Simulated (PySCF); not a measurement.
Isomers of C4H4N2.

All values: PBE0/def2-SVPD (PySCF) at GFN2-xTB geometries, gas phase, one conformer each. Core orbitals are frozen in the response; Δα² is half the sum of the squared differences of the principal polarisabilities. Dipoles and anisotropies that the point group forbids are given as zero.

Problem. Rank by polarisability anisotropy Δα, highest first.
A. `CC(C#N)C#N`
B. `[N:1]#[C:2][CH2:3][C@H:4]1[CH:5]=[N:6]1` with C2–C3–C4–C5 86°
C. `[N:1]#[C:2][CH2:3][CH2:4][C:5]#[N:6]` with C2–C3–C4–C5 180°
D. pyrazine, `C1=CN=CC=N1`
E. pyridazine (`C1=CC=NN=C1`)

Solution. C (5.20 Å³), D (4.91 Å³), E (4.58 Å³), B (3.11 Å³), A (2.71 Å³).

Problem. Rank by HOMO energy, lowest first.
A. `[N:1]#[C:2][CH2:3][C@H:4]1[CH:5]=[N:6]1` with C2–C3–C4–C5 86°
B. pyridazine, `c1ccnnc1`
C. `c1cnccn1` (pyrazine)
D. `[N:1]#[C:2][CH2:3][CH2:4][C:5]#[N:6]` with C2–C3–C4–C5 180°

Solution. D (-9.92 eV), A (-8.37 eV), C (-7.30 eV), B (-6.64 eV).

All values together:

| SMILES | μ (D) | HOMO (eV) | LUMO (eV) | α (Å³) | Δα (Å³) |
| --- | --- | --- | --- | --- | --- |
| N#CCCC#N | 0.00 | -9.92 | -0.20 | 7.91 | 5.20 |
| N#CC[C@H]1C=N1 | 2.12 | -8.37 | -1.30 | 7.76 | 3.11 |
| c1ccnnc1 | 4.17 | -6.64 | -1.50 | 8.26 | 4.58 |
| CC(C#N)C#N | 4.43 | -10.03 | -0.44 | 7.80 | 2.71 |
| c1cnccn1 | 0.00 | -7.30 | -1.56 | 8.30 | 4.91 |

Conformers: `[N:1]#[C:2][CH2:3][CH2:4][C:5]#[N:6]` with C2–C3–C4–C5 180°; `[N:1]#[C:2][CH2:3][C@H:4]1[CH:5]=[N:6]1` with C2–C3–C4–C5 86°.
